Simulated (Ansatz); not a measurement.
in.yaml

```yaml
crystal:
  periodic: [false, false, false]
  atoms:
    - {symbol: Al, position_ang: [0.000000, -0.154573, 0.539315]}
    - {symbol: Be, position_ang: [0.000000, 0.078181, -1.767901]}
    - {symbol: H, position_ang: [0.000000, 3.470073, 4.478420]}
    - {symbol: H, position_ang: [0.000000, -0.031328, -3.108187]}
basis:
  gaussian: {orbitals: 6-31G, fitting: {mean_field: def2-universal-jkfit}}
magnetization: {spin_polarized: false, initial_magnetization: 1}
hamiltonian: {xc: {name: B3LYP}}
correlation: {method: ccsd, electrons: all}
accuracy: high
output: {forces: true}
```

```sh
$ ansatz run in.yaml --threads 1 --pin off --events-out ev --progress --plain --max-ram 2393MiB
```

(1) Roughly how long does this take on 1 thread of Intel Xeon, shared host, and how much host memory?

```
215 factors; integrals over basis functions are off by at most 2.1e-1 eV
mean field evaluation 1: about -7018.9700 eV, gradient 1.7e1 eV
mean field evaluation 2: about -7018.9702 eV, gradient 1.7e1 eV
mean field evaluation 4: about -7025.3826 eV, gradient 5.0e0 eV
mean field evaluation 8: about -7025.6112 eV, gradient 1.4e0 eV
mean field evaluation 16: about -7025.6537 eV, gradient 3.5e-3 eV
mean field evaluation 32: about -7011.6436 eV, gradient 1.2e1 eV
mean field -7025.65365853 eV, -258.1880097919 hartree, gradient 1.2e-8 eV, S^2 0.750000; 0 other end points of the search recorded, 0 dependent functions left out
mean field evaluation 64: about -7007.9254 eV, gradient 9.6e-3 eV
unrestricted determinant -7007.92539647 eV, -257.5365081779 hartree, S^2 1.3780
reference -7007.61082292 eV, -257.5249478131 hartree; 10, 9 occupied and 16, 17 virtual orbitals, 215 factors
second order -1.45701479 eV of doubles, -0.11107339 eV of singles
cycle   1  -1.93966498 eV  change   -3.7e-1 eV  update   7.3e-2
cycle   2  -2.16690676 eV  change   -2.3e-1 eV  update   3.5e-2
cycle   3  -2.18151158 eV  change   -1.5e-2 eV  update   1.3e-2
...
cycle  39  -2.18940293 eV  change    5.6e-8 eV  update   5.4e-8
cycle  40  -2.18940289 eV  change    3.3e-8 eV  update   3.2e-8
cycle  41  -2.18940288 eV  change    1.1e-8 eV  update   2.2e-8
cycle  42  -2.18940288 eV  change    4.6e-9 eV  update   1.8e-8
cycle  43  -2.18940287 eV  change    5.7e-9 eV  update   1.6e-8
cycle  44  -2.18940287 eV  change    3.5e-9 eV  update   1.3e-8
cycle  45  -2.18940288 eV  change   -5.6e-9 eV  update   1.0e-8
cycle  46  -2.18940288 eV  change   -1.3e-9 eV  update   6.7e-9
cycle  47  -2.18940288 eV  change   -1.3e-9 eV  update   3.6e-9
cycle  48  -2.18940288 eV  change  -1.3e-10 eV  update   1.9e-9
the calculation of the forces begins
Total energy: -7009.80022580 eV, -257.6054068848 hartree
Atom 0 at     0.000000    -0.154573     0.539315 Å, force     0.000000    -0.120135     1.456489 eV/Å
Atom 1 at     0.000000     0.078181    -1.767901 Å, force    -0.000000     0.111366    -1.025576 eV/Å
Atom 2 at     0.000000     3.470073     4.478420 Å, force     0.000000    -0.000794    -0.000897 eV/Å
Atom 3 at     0.000000    -0.031328    -3.108187 Å, force    -0.000000     0.009564    -0.430016 eV/Å
Dipole moment:     0.000000     0.078743    -0.080291 e Å
```

Forces (eV/Å):
```
Al   0.000 -0.120  1.456
Be   0.000  0.111 -1.026
H    0.000 -0.001 -0.001
H    0.000  0.010 -0.430
```

## Answers

(1) 7 s wall and 0.19 GiB.
